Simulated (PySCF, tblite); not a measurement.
# C₅H₈: a rotation path, then NMR shifts and spin-spin couplings on frames, part 2 of 3

tblite 0.8.0 and PySCF 2.14.0. Atoms count from 0. The steps go on from the part before.

### Step 6. Spin-spin couplings: image 2, B3LYP/pcJ-1

The job: settings as JSON, then the geometry in Å.

```
{"job": {"kind": "j", "xc": "B3LYP", "basis": "pcJ-1"}, "charge": 0, "multiplicity": 1}
C      1.784000    -0.245400     0.334600
C      0.583600     0.213600    -0.487000
C     -0.719100    -0.364300     0.042400
C     -1.784200     0.529000     0.606500
C     -2.030300     0.033600    -0.569300
H      2.703500     0.182800    -0.058700
H      1.869900    -1.329000     0.299400
H      1.680200     0.056000     1.374400
H      0.725700    -0.099000    -1.526400
H      0.519200     1.305000    -0.479000
H     -0.612500    -1.372400     0.440500
H     -2.065100     1.144000     1.425000
H     -2.659400    -0.053400    -1.420300
```

Method: B3LYP/pcJ-1 indirect spin-spin coupling, non-relativistic, gas phase.

The program printed:

```text
coarse grid: 10392 points
cycle   1  E = -195.1696609542  dE =  5.484e-01  |g| = 4.376e-01  |ddm| = 2.781e+00
cycle   2  E = -195.1516424406  dE =  1.802e-02  |g| = 5.144e-01  |ddm| = 8.786e-01
cycle   3  E = -195.2211289718  dE = -6.949e-02  |g| = 4.670e-02  |ddm| = 5.101e-01
cycle   4  E = -195.2213784336  dE = -2.495e-04  |g| = 3.223e-02  |ddm| = 6.627e-02
cycle   5  E = -195.2216203084  dE = -2.419e-04  |g| = 5.172e-03  |ddm| = 2.983e-02
cycle   6  E = -195.2216239801  dE = -3.672e-06  |g| = 3.313e-03  |ddm| = 5.373e-03
cycle   7  E = -195.2216266599  dE = -2.680e-06  |g| = 3.790e-04  |ddm| = 2.527e-03
final grid: 99016 points
cycle   8  E = -195.2651831659  dE = -9.512e-05  |g| = 5.679e-03  |ddm| = 1.776e-02
cycle   9  E = -195.2651799979  dE =  3.168e-06  |g| = 6.601e-03  |ddm| = 1.048e-02
cycle  10  E = -195.2651911122  dE = -1.111e-05  |g| = 6.679e-04  |ddm| = 5.823e-03
cycle  11  E = -195.2651911208  dE = -8.585e-09  |g| = 6.366e-04  |ddm| = 1.035e-03
cycle  12  E = -195.2651912166  dE = -9.581e-08  |g| = 1.223e-04  |ddm| = 4.972e-04
cycle  13  E = -195.2651912203  dE = -3.660e-09  |g| = 1.507e-05  |ddm| = 1.052e-04
cycle  14  E = -195.2651912204  dE = -4.690e-11  |g| = 4.569e-06  |ddm| = 1.407e-05
converged SCF energy = -195.2651912204

Indirect spin-spin couplings (Hz)
  i      j    bonds     total        FC       PSO       DSO        SD
  0 C    1 C    1     33.595    33.626    -0.199     0.169         -
  0 C    2 C    2      0.830     0.985    -0.175     0.020         -
  0 C    3 C    3     -0.054    -0.025     0.011    -0.041         -
  0 C    4 C    3      4.653     4.754    -0.026    -0.076         -
  0 C    5 H    1    130.753   128.894     1.282     0.577         -
  0 C    6 H    1    131.552   129.696     1.248     0.608         -
  0 C    7 H    1    131.795   129.960     1.226     0.609         -
  0 C    8 H    2     -3.488    -3.476     0.203    -0.215         -
  0 C    9 H    2     -3.381    -3.376     0.214    -0.219         -
  0 C   10 H    3      4.085     4.050    -0.056     0.090         -
  0 C   11 H    4      0.624     0.644     0.154    -0.174         -
  1 C    2 C    1     44.643    44.975    -0.562     0.231         -
  1 C    3 C    2     -0.910    -0.712    -0.177    -0.021         -
  1 C    4 C    2     -0.735    -0.415    -0.301    -0.019         -
  1 C    5 H    2     -2.938    -2.960     0.233    -0.211         -
  1 C    6 H    2     -4.164    -4.227     0.253    -0.189         -
  1 C    7 H    2     -3.668    -3.703     0.230    -0.194         -
  1 C    8 H    1    130.798   128.988     0.973     0.837         -
  1 C    9 H    1    133.933   132.219     0.852     0.862         -
  1 C   10 H    2     11.136    11.143     0.168    -0.175         -
  1 C   11 H    3     -0.996    -0.955     0.233    -0.273         -
  1 C   12 H    3     -1.231    -1.179     0.212    -0.263         -
  2 C    3 C    1     13.139    13.923    -0.956     0.172         -
  2 C    4 C    1     12.040    12.847    -0.977     0.171         -
  2 C    5 H    3     15.795    15.836     0.349    -0.389         -
  2 C    6 H    3      4.115     4.154    -0.120     0.082         -
  2 C    7 H    3      3.004     3.056    -0.141     0.089         -
  2 C    8 H    2     -4.355    -4.317     0.021    -0.060         -
  2 C    9 H    2     -5.443    -5.494     0.121    -0.069         -
  2 C   10 H    1    172.608   171.248     0.348     1.013         -
  2 C   11 H    2      3.128     3.035     0.708    -0.616         -
  2 C   12 H    2      2.745     2.649     0.716    -0.619         -
  3 C    4 C    1     63.874    70.137    -6.404     0.141         -
  3 C    5 H    4     -0.318    -0.291     0.256    -0.282         -
  3 C    6 H    4     -0.204    -0.143     0.179    -0.240         -
  3 C    7 H    4     -0.162    -0.162    -0.022     0.022         -
  3 C    8 H    3      8.410     8.562     0.257    -0.410         -
  3 C    9 H    3      5.447     5.391    -0.080     0.136         -
  3 C   10 H    2     -0.617    -0.492     0.237    -0.362         -
  3 C   11 H    1    235.936   236.330    -1.135     0.741         -
  3 C   12 H    2      2.158     2.573     0.526    -0.941         -
  4 C    5 H    4      1.200     1.260     0.256    -0.316         -
  4 C    6 H    4     -0.278    -0.175     0.143    -0.246         -
  4 C    7 H    4     -0.350    -0.223     0.154    -0.282         -
  4 C    8 H    3      5.856     5.859     0.025    -0.028         -
  4 C    9 H    3      0.106     0.081     0.084    -0.059         -
  4 C   10 H    2     -1.378    -1.252     0.236    -0.362         -
  4 C   11 H    2      2.180     2.587     0.532    -0.940         -
  4 C   12 H    1    236.631   237.017    -1.123     0.737         -
  5 H    6 H    2    -13.545   -13.637     2.869    -2.777         -
  5 H    7 H    2    -13.285   -13.360     2.865    -2.790         -
  5 H    8 H    3      3.649     3.765     0.421    -0.536         -
  5 H    9 H    3      3.646     3.779     0.383    -0.515         -
  5 H   10 H    4     -0.172    -0.107     1.516    -1.580         -
  6 H    7 H    2    -12.758   -12.862     2.798    -2.694         -
  6 H    8 H    3      4.753     4.858     0.412    -0.517         -
  6 H    9 H    3     15.512    15.624     2.776    -2.888         -
  6 H   10 H    4     -0.178    -0.225    -1.408     1.455         -
  7 H    8 H    3     16.194    16.295     2.808    -2.909         -
  7 H    9 H    3      4.254     4.378     0.449    -0.573         -
  7 H   10 H    4     -0.195    -0.129    -0.216     0.150         -
  8 H    9 H    2    -13.780   -13.933     2.303    -2.150         -
  8 H   10 H    3      0.055     0.171     1.080    -1.196         -
  8 H   11 H    4      1.316     1.434     1.666    -1.784         -
  8 H   12 H    4      1.053     1.116     0.228    -0.291         -
  9 H   10 H    3      7.493     7.590     2.636    -2.733         -
  9 H   12 H    4      0.681     0.760     0.896    -0.975         -
 10 H   11 H    3     -1.967    -1.831     1.887    -2.023         -
 10 H   12 H    3     -1.661    -1.527     1.889    -2.023         -
 11 H   12 H    3      1.617     1.730     2.604    -2.717         -
```

Wall time 21 s (1 thread of Arm Neoverse V1, shared host); peak memory 0.85 GiB.

In short: J(C3,H11) 236.3 Hz, J(C2,H10) 172.6 Hz, J(C1,H8) 132.4 Hz (means over like pairs).

### Step 7. Shielding tensors: image 4, PBE0/pcSseg-1

The job: settings as JSON, then the geometry in Å.

```
{"job": {"kind": "nmr", "xc": "PBE0", "basis": "pcSseg-1", "pop": false}, "charge": 0, "multiplicity": 1}
C      1.812700    -0.364900     0.216600
C      0.584300     0.346300    -0.339800
C     -0.709600    -0.251200     0.203200
C     -1.904400     0.618300     0.463300
C     -1.981800    -0.145800    -0.584800
H      2.724500     0.076600    -0.179800
H      1.794200    -1.416900    -0.058600
H      1.841200    -0.295100     1.301900
H      0.592700     0.270800    -1.431400
H      0.629000     1.410700    -0.091100
H     -0.554200    -1.126800     0.830100
H     -2.324900     1.359500     1.096800
H     -2.508000    -0.480800    -1.444100
```

Method: GIAO PBE0/pcSseg-1 NMR shielding, non-relativistic, gas phase.

The program printed:

```text
coarse grid: 10392 points
cycle   1  E = -194.9094901889  dE =  6.169e-01  |g| = 3.680e-01  |ddm| = 3.059e+00
cycle   2  E = -194.9063034172  dE =  3.187e-03  |g| = 3.972e-01  |ddm| = 7.513e-01
cycle   3  E = -194.9478989183  dE = -4.160e-02  |g| = 3.633e-02  |ddm| = 3.965e-01
cycle   4  E = -194.9481064129  dE = -2.075e-04  |g| = 2.029e-02  |ddm| = 5.154e-02
cycle   5  E = -194.9482063796  dE = -9.997e-05  |g| = 2.548e-03  |ddm| = 2.207e-02
cycle   6  E = -194.9482078711  dE = -1.491e-06  |g| = 6.073e-04  |ddm| = 2.500e-03
final grid: 99016 points
cycle   7  E = -194.9798214344  dE = -2.906e-05  |g| = 7.207e-03  |ddm| = 2.667e-02
cycle   8  E = -194.9798185414  dE =  2.893e-06  |g| = 8.032e-03  |ddm| = 1.403e-02
cycle   9  E = -194.9798352236  dE = -1.668e-05  |g| = 6.902e-04  |ddm| = 7.297e-03
cycle  10  E = -194.9798353342  dE = -1.106e-07  |g| = 1.943e-04  |ddm| = 8.393e-04
cycle  11  E = -194.9798353412  dE = -6.939e-09  |g| = 9.692e-05  |ddm| = 1.915e-04
cycle  12  E = -194.9798353435  dE = -2.312e-09  |g| = 1.531e-05  |ddm| = 8.591e-05
cycle  13  E = -194.9798353435  dE = -5.235e-11  |g| = 3.360e-06  |ddm| = 1.383e-05
converged SCF energy = -194.9798353435

GIAO shielding tensors (ppm)
atom      isotropic    diamagn.    paramagn.     s11        s22        s33       span
  0 C      170.735     246.345     -75.611    159.760    166.898    185.547     25.787
  1 C      151.489     245.522     -94.033    134.999    139.238    180.231     45.232
  2 C      168.470     238.951     -70.481    121.349    133.866    250.196    128.847
  3 C       61.789     256.013    -194.224    -83.750     84.377    184.741    268.490
  4 C       62.027     256.254    -194.227    -82.953     84.334    184.699    267.652
  5 H       30.636      28.498       2.138     26.393     27.700     37.816     11.424
  6 H       30.603      29.623       0.980     26.530     28.969     36.309      9.779
  7 H       30.591      29.624       0.968     26.511     28.952     36.312      9.802
  8 H       30.400      30.900      -0.501     26.115     30.213     34.871      8.755
  9 H       30.630      30.908      -0.279     26.627     30.203     35.059      8.432
 10 H       30.520      30.163       0.357     23.757     29.379     38.424     14.667
 11 H       24.254      32.444      -8.191     20.641     25.614     26.507      5.866
 12 H       24.277      32.496      -8.219     20.684     25.688     26.459      5.775
```

Wall time 7.9 s (1 thread of Arm Neoverse V1, shared host); peak memory 0.59 GiB.

In short: δ C3 125.1, C4 124.9, C1 35.4, C2 18.5, H11 7.46, H12 7.44 ppm.

### Step 8. Indirect couplings: image 4, B3LYP/pcJ-1

Same as in step 7 but for these lines:

```diff
@@ -1,2 +1,2 @@
-{"job": {"kind": "nmr", "xc": "PBE0", "basis": "pcSseg-1", "pop": false}, "charge": 0, "multiplicity": 1}
+{"job": {"kind": "j", "xc": "B3LYP", "basis": "pcJ-1"}, "charge": 0, "multiplicity": 1}
 C      1.812700    -0.364900     0.216600
```

Method: B3LYP/pcJ-1 indirect spin-spin coupling, non-relativistic, gas phase.

The program printed:

```text
coarse grid: 10392 points
cycle   1  E = -195.1682571036  dE =  5.470e-01  |g| = 4.367e-01  |ddm| = 2.775e+00
cycle   2  E = -195.1506569591  dE =  1.760e-02  |g| = 5.120e-01  |ddm| = 8.813e-01
cycle   3  E = -195.2195247022  dE = -6.887e-02  |g| = 4.621e-02  |ddm| = 5.092e-01
cycle   4  E = -195.2197702846  dE = -2.456e-04  |g| = 3.183e-02  |ddm| = 6.652e-02
cycle   5  E = -195.2200100764  dE = -2.398e-04  |g| = 3.294e-03  |ddm| = 2.969e-02
cycle   6  E = -195.2200123455  dE = -2.269e-06  |g| = 8.863e-04  |ddm| = 2.861e-03
final grid: 99016 points
cycle   7  E = -195.2635709871  dE = -9.677e-05  |g| = 5.980e-03  |ddm| = 2.055e-02
cycle   8  E = -195.2635669204  dE =  4.067e-06  |g| = 7.117e-03  |ddm| = 1.064e-02
cycle   9  E = -195.2635797280  dE = -1.281e-05  |g| = 8.665e-04  |ddm| = 6.082e-03
cycle  10  E = -195.2635797744  dE = -4.640e-08  |g| = 7.497e-04  |ddm| = 1.214e-03
cycle  11  E = -195.2635799083  dE = -1.339e-07  |g| = 1.346e-04  |ddm| = 5.605e-04
cycle  12  E = -195.2635799127  dE = -4.466e-09  |g| = 1.412e-05  |ddm| = 1.244e-04
cycle  13  E = -195.2635799128  dE = -3.740e-11  |g| = 5.399e-06  |ddm| = 1.314e-05
converged SCF energy = -195.2635799128

Indirect spin-spin couplings (Hz)
  i      j    bonds     total        FC       PSO       DSO        SD
  0 C    1 C    1     33.501    33.555    -0.221     0.168         -
  0 C    2 C    2      1.429     1.550    -0.142     0.020         -
  0 C    3 C    3      0.711     0.781    -0.008    -0.062         -
  0 C    4 C    3      1.521     1.601    -0.014    -0.066         -
  0 C    5 H    1    130.613   128.757     1.280     0.575         -
  0 C    6 H    1    131.655   129.808     1.239     0.608         -
  0 C    7 H    1    131.961   130.122     1.233     0.606         -
  0 C    8 H    2     -3.698    -3.686     0.201    -0.213         -
  0 C    9 H    2     -3.549    -3.541     0.214    -0.221         -
  0 C   10 H    3      5.871     5.825    -0.108     0.154         -
  1 C    2 C    1     44.722    44.768    -0.276     0.230         -
  1 C    3 C    2     -0.838    -0.646    -0.172    -0.020         -
  1 C    4 C    2     -0.848    -0.626    -0.204    -0.019         -
  1 C    5 H    2     -2.740    -2.761     0.235    -0.214         -
  1 C    6 H    2     -4.148    -4.205     0.247    -0.191         -
  1 C    7 H    2     -3.967    -4.023     0.254    -0.198         -
  1 C    8 H    1    132.510   130.733     0.932     0.846         -
  1 C    9 H    1    133.309   131.550     0.911     0.848         -
  1 C   10 H    2     11.457    11.427     0.208    -0.178         -
  1 C   11 H    3     -1.046    -1.026     0.249    -0.269         -
  1 C   12 H    3     -1.083    -1.060     0.239    -0.263         -
  2 C    3 C    1     12.767    13.561    -0.965     0.171         -
  2 C    4 C    1     12.408    13.213    -0.976     0.171         -
  2 C    5 H    3     17.056    17.085     0.357    -0.387         -
  2 C    6 H    3      3.989     4.032    -0.128     0.086         -
  2 C    7 H    3      3.878     3.923    -0.131     0.087         -
  2 C    8 H    2     -4.901    -4.929     0.095    -0.066         -
  2 C    9 H    2     -4.954    -4.999     0.115    -0.069         -
  2 C   10 H    1    174.431   173.086     0.328     1.017         -
  2 C   11 H    2      3.104     3.010     0.714    -0.619         -
  2 C   12 H    2      2.980     2.885     0.715    -0.620         -
  3 C    4 C    1     63.087    69.270    -6.323     0.140         -
  3 C    6 H    4     -0.353    -0.240     0.170    -0.282         -
  3 C    8 H    3      3.732     3.781     0.237    -0.286         -
  3 C    9 H    3      8.253     8.197    -0.065     0.121         -
  3 C   10 H    2     -1.078    -0.939     0.221    -0.360         -
  3 C   11 H    1    236.555   236.948    -1.131     0.738         -
  3 C   12 H    2      2.203     2.597     0.547    -0.941         -
  4 C    5 H    4      0.352     0.402     0.252    -0.302         -
  4 C    6 H    4     -0.153    -0.090     0.086    -0.149         -
  4 C    7 H    4     -0.372    -0.250     0.165    -0.287         -
  4 C    8 H    3      8.485     8.439    -0.054     0.100         -
  4 C    9 H    3      2.336     2.355     0.216    -0.235         -
  4 C   10 H    2     -1.221    -1.083     0.222    -0.360         -
  4 C   11 H    2      2.190     2.580     0.550    -0.941         -
  4 C   12 H    1    236.587   236.977    -1.128     0.739         -
  5 H    6 H    2    -13.491   -13.569     2.863    -2.784         -
  5 H    7 H    2    -13.398   -13.474     2.865    -2.789         -
  5 H    8 H    3      3.538     3.661     0.398    -0.521         -
  5 H    9 H    3      3.638     3.763     0.395    -0.520         -
  5 H   11 H    5     -0.198    -0.130     0.947    -1.015         -
  5 H   12 H    5     -0.218    -0.151     0.961    -1.028         -
  6 H    7 H    2    -12.722   -12.828     2.810    -2.703         -
  6 H    8 H    3      4.965     5.084     0.394    -0.513         -
  6 H    9 H    3     15.992    16.101     2.792    -2.900         -
  6 H   10 H    4     -0.171    -0.192    -1.156     1.177         -
  7 H    8 H    3     16.139    16.245     2.797    -2.903         -
  7 H    9 H    3      4.600     4.724     0.467    -0.591         -
  7 H   10 H    4     -0.161    -0.165    -0.987     0.991         -
  8 H    9 H    2    -14.312   -14.485     2.290    -2.116         -
  8 H   10 H    3      1.610     1.724     1.909    -2.023         -
  8 H   11 H    4      1.362     1.460     1.438    -1.536         -
  8 H   12 H    4      0.672     0.714     0.003    -0.045         -
  9 H   10 H    3      2.919     3.027     2.140    -2.248         -
  9 H   11 H    4      0.475     0.516     0.029    -0.070         -
  9 H   12 H    4      1.278     1.369     1.321    -1.412         -
 10 H   11 H    3     -1.914    -1.777     1.878    -2.015         -
 10 H   12 H    3     -1.838    -1.701     1.892    -2.029         -
 11 H   12 H    3      1.534     1.647     2.604    -2.717         -
```

It took 21 s on 1 thread of Arm Neoverse V1, shared host; peak memory 0.85 GiB.

This run: J(C3,H11) 236.6 Hz, J(C2,H10) 174.4 Hz, J(C1,H8) 132.9 Hz (means over like pairs).

### Step 9. NMR shieldings: image 6, PBE0/pcSseg-1

The job: settings as JSON, then the geometry in Å.

```
{"job": {"kind": "nmr", "xc": "PBE0", "basis": "pcSseg-1", "pop": false}, "charge": 0, "multiplicity": 1}
C      1.783700    -0.459700     0.077500
C      0.599000     0.465500    -0.180500
C     -0.700000    -0.121600     0.353300
C     -1.978800     0.661700     0.294100
C     -1.878800    -0.319200    -0.552200
H      2.702500    -0.023300    -0.308500
H      1.626700    -1.419200    -0.409000
H      1.910300    -0.633900     1.144300
H      0.501400     0.638300    -1.255600
H      0.785700     1.436500     0.289000
H     -0.552000    -0.812300     1.181600
H     -2.527400     1.472600     0.705900
H     -2.276900    -0.885100    -1.357600
```

Level: GIAO PBE0/pcSseg-1 NMR shielding, non-relativistic, gas phase.

The program printed:

```text
coarse grid: 10392 points
cycle   1  E = -194.9106199285  dE =  6.182e-01  |g| = 3.685e-01  |ddm| = 3.061e+00
cycle   2  E = -194.9072722189  dE =  3.348e-03  |g| = 3.985e-01  |ddm| = 7.497e-01
cycle   3  E = -194.9491235837  dE = -4.185e-02  |g| = 3.659e-02  |ddm| = 3.967e-01
cycle   4  E = -194.9493336451  dE = -2.101e-04  |g| = 2.045e-02  |ddm| = 5.134e-02
cycle   5  E = -194.9494338262  dE = -1.002e-04  |g| = 3.397e-03  |ddm| = 2.209e-02
cycle   6  E = -194.9494356651  dE = -1.839e-06  |g| = 2.003e-03  |ddm| = 3.697e-03
final grid: 99016 points
cycle   7  E = -194.9808451654  dE = -2.621e-05  |g| = 8.096e-03  |ddm| = 2.950e-02
cycle   8  E = -194.9808326407  dE =  1.252e-05  |g| = 1.078e-02  |ddm| = 1.635e-02
cycle   9  E = -194.9808615746  dE = -2.893e-05  |g| = 1.915e-03  |ddm| = 9.351e-03
cycle  10  E = -194.9808624885  dE = -9.138e-07  |g| = 2.056e-04  |ddm| = 1.536e-03
cycle  11  E = -194.9808624962  dE = -7.759e-09  |g| = 1.089e-04  |ddm| = 3.040e-04
cycle  12  E = -194.9808624991  dE = -2.915e-09  |g| = 1.224e-05  |ddm| = 1.116e-04
cycle  13  E = -194.9808624992  dE = -3.007e-11  |g| = 3.335e-06  |ddm| = 1.322e-05
converged SCF energy = -194.9808624992

GIAO shielding tensors (ppm)
atom      isotropic    diamagn.    paramagn.     s11        s22        s33       span
  0 C      170.910     246.292     -75.381    160.229    166.826    185.676     25.447
  1 C      150.631     245.531     -94.900    128.569    146.237    177.086     48.517
  2 C      167.289     239.196     -71.907    120.885    132.383    248.600    127.715
  3 C       61.470     256.679    -195.209    -82.279     81.589    185.101    267.379
  4 C       60.399     255.442    -195.043    -85.969     82.594    184.574    270.542
  5 H       30.605      28.509       2.096     26.332     27.736     37.747     11.416
  6 H       30.549      29.814       0.735     26.375     29.013     36.258      9.882
  7 H       30.608      29.528       1.080     26.686     28.831     36.306      9.619
  8 H       31.075      31.018       0.057     27.641     30.194     35.391      7.751
  9 H       29.936      30.603      -0.667     25.238     29.954     34.617      9.379
 10 H       30.447      30.114       0.333     23.874     29.091     38.375     14.501
 11 H       24.222      32.606      -8.384     20.687     25.672     26.307      5.620
 12 H       24.185      32.354      -8.170     20.504     25.514     26.536      6.032
```

Run time: 7.9 s. Hardware: 1 thread of Arm Neoverse V1, shared host; peak memory 0.59 GiB.

Key values: δ C4 126.5, C3 125.5, C1 36.3, C2 19.6, H12 7.53, H11 7.49 ppm.

(Continued in part 3 of 3.)
